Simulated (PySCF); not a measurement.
## Phosphorus: a sound run and one with changed settings

Sound run: P [Ne] 3s2 3p3, P⁺ [Ne] 3s2 3p2. Calculation: PySCF 2.14, in cc-pVTZ-DK (5s4p2d1f, 34 functions); the spin-free X2C one-electron Hamiltonian (Gaussian nucleus). The sound run starts from symmetry-adapted Hartree-Fock orbitals and uses a fine grid where one is needed.

Changed run: initial guess 1e, at most 5 SCF cycles. This setting is unsound on purpose.

| species | method | sound run (hartree) | changed run (hartree) | converged |
| --- | --- | --- | --- | --- |
| P | UHF | -341.53137 | -341.53137 | no |
| P | r2SCAN | -342.06411 | -342.06411 | no |
| P | M06-L | -342.07622 | -342.07622 | no |
| P⁺ | UHF | -341.16747 | -341.16747 | no |
| P⁺ | r2SCAN | -341.67326 | -341.67326 | no |
| P⁺ | M06-L | -341.68870 | -341.68870 | no |

The SCF was stopped early; the energies are upper bounds that still move, and correlated levels were skipped or rest on poor orbitals.
